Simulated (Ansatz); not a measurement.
Program: Ansatz. Geometries: PBE0-D4/def2-TZVP. ΔE: electronic, gas phase. CCSD(T)/CBS adds triple-zeta CCSD(T) − MP2 to the extrapolated MP2 energy (def2 sets, frozen cores). This one scheme is used for every species. DFT in def2-TZVPP. B3LYP here is the variant with VWN-RPA as its local correlation; programs differ in this. HSE06 is defined as in plane-wave codes.

Consider the ligand exchange at a B–C bond: `BC=O` + `[NH2][AlH2]` → `B[NH][AlH2]` + `C=O`.

```json
{"level": "LDA (SPW92)", "ΔE (kJ/mol)": "-117.0", "difference from CCSD(T)/CBS": "17.2"}
{"level": "PBE-D4", "ΔE (kJ/mol)": "-119.5", "difference from CCSD(T)/CBS": "14.7"}
{"level": "revPBE-D4", "ΔE (kJ/mol)": "-120.5", "difference from CCSD(T)/CBS": "13.7"}
{"level": "BLYP-D4", "ΔE (kJ/mol)": "-125.0", "difference from CCSD(T)/CBS": "9.2"}
{"level": "r2SCAN-D4", "ΔE (kJ/mol)": "-123.4", "difference from CCSD(T)/CBS": "10.8"}
{"level": "B3LYP-D4", "ΔE (kJ/mol)": "-133.5", "difference from CCSD(T)/CBS": "0.7"}
{"level": "r2SCANh-D4", "ΔE (kJ/mol)": "-127.5", "difference from CCSD(T)/CBS": "6.7"}
{"level": "r2SCAN0-D4", "ΔE (kJ/mol)": "-133.0", "difference from CCSD(T)/CBS": "1.2"}
{"level": "HSE06-D4", "ΔE (kJ/mol)": "-130.8", "difference from CCSD(T)/CBS": "3.4"}
{"level": "BHLYP-D4", "ΔE (kJ/mol)": "-143.8", "difference from CCSD(T)/CBS": "-9.6"}
{"level": "CAM-B3LYP-D4", "ΔE (kJ/mol)": "-135.8", "difference from CCSD(T)/CBS": "-1.6"}
{"level": "ωB97X-V", "ΔE (kJ/mol)": "-133.1", "difference from CCSD(T)/CBS": "1.1"}
{"level": "B2PLYP", "ΔE (kJ/mol)": "-133.6", "difference from CCSD(T)/CBS": "0.6"}
{"level": "PBE-QIDH", "ΔE (kJ/mol)": "-136.2", "difference from CCSD(T)/CBS": "-2.0"}
{"level": "PBE", "ΔE (kJ/mol)": "-118.4", "difference from CCSD(T)/CBS": "15.8"}
{"level": "revPBE", "ΔE (kJ/mol)": "-118.3", "difference from CCSD(T)/CBS": "15.9"}
{"level": "BLYP", "ΔE (kJ/mol)": "-122.9", "difference from CCSD(T)/CBS": "11.3"}
{"level": "r2SCAN", "ΔE (kJ/mol)": "-123.1", "difference from CCSD(T)/CBS": "11.1"}
{"level": "PBE0", "ΔE (kJ/mol)": "-129.8", "difference from CCSD(T)/CBS": "4.4"}
{"level": "B3LYP", "ΔE (kJ/mol)": "-131.7", "difference from CCSD(T)/CBS": "2.5"}
{"level": "r2SCANh", "ΔE (kJ/mol)": "-127.2", "difference from CCSD(T)/CBS": "7.0"}
{"level": "r2SCAN0", "ΔE (kJ/mol)": "-132.6", "difference from CCSD(T)/CBS": "1.6"}
{"level": "HSE06", "ΔE (kJ/mol)": "-129.8", "difference from CCSD(T)/CBS": "4.4"}
{"level": "BHLYP", "ΔE (kJ/mol)": "-141.9", "difference from CCSD(T)/CBS": "-7.7"}
{"level": "CAM-B3LYP", "ΔE (kJ/mol)": "-134.7", "difference from CCSD(T)/CBS": "-0.5"}
{"level": "LC-ωPBE", "ΔE (kJ/mol)": "-130.5", "difference from CCSD(T)/CBS": "3.7"}
{"level": "HF/def2-SVP", "ΔE (kJ/mol)": "-163.0", "difference from CCSD(T)/CBS": "-28.8"}
{"level": "MP2/def2-SVP", "ΔE (kJ/mol)": "-153.2", "difference from CCSD(T)/CBS": "-19.0"}
{"level": "CCSD/def2-SVP", "ΔE (kJ/mol)": "-154.2", "difference from CCSD(T)/CBS": "-20.0"}
{"level": "HF/def2-TZVPP", "ΔE (kJ/mol)": "-152.7", "difference from CCSD(T)/CBS": "-18.5"}
{"level": "MP2/def2-TZVPP", "ΔE (kJ/mol)": "-138.5", "difference from CCSD(T)/CBS": "-4.3"}
{"level": "SCS-MP2/def2-TZVPP", "ΔE (kJ/mol)": "-140.5", "difference from CCSD(T)/CBS": "-6.3"}
{"level": "CCSD/def2-TZVPP", "ΔE (kJ/mol)": "-140.4", "difference from CCSD(T)/CBS": "-6.2"}
{"level": "CCSD(T)/def2-TZVPP", "ΔE (kJ/mol)": "-137.0", "difference from CCSD(T)/CBS": "-2.8"}
{"level": "HF/def2-QZVPP", "ΔE (kJ/mol)": "-152.6", "difference from CCSD(T)/CBS": "-18.4"}
{"level": "MP2/def2-QZVPP", "ΔE (kJ/mol)": "-136.9", "difference from CCSD(T)/CBS": "-2.7"}
{"level": "SCS-MP2/def2-QZVPP", "ΔE (kJ/mol)": "-139.0", "difference from CCSD(T)/CBS": "-4.8"}
{"level": "HF/CBS(def2)", "ΔE (kJ/mol)": "-152.6", "difference from CCSD(T)/CBS": "-18.4"}
{"level": "MP2/CBS(def2)", "ΔE (kJ/mol)": "-135.7", "difference from CCSD(T)/CBS": "-1.5"}
{"level": "CCSD/CBS(def2)", "ΔE (kJ/mol)": "-137.6", "difference from CCSD(T)/CBS": "-3.4"}
{"level": "CCSD(T)/CBS", "ΔE (kJ/mol)": "-134.2", "difference from CCSD(T)/CBS": "0"}
```

Largest T1 diagnostic among the species: 0.021, so the coupled-cluster value is less sure than usual.

In def2-TZVPP, CCSD(T) changes the Hartree–Fock value by +15.7 kJ/mol (the triples alone add +3.4 kJ/mol) and MP2 by +14.2 kJ/mol. At CCSD(T), def2-SVP lies −17.2 kJ/mol from the extrapolated value and def2-TZVPP −2.8 kJ/mol. Leaving LDA and LC-ωPBE aside and taking each functional with its dispersion term where it has one, the values spread over 24.2 kJ/mol, from BHLYP-D4 to PBE-D4.
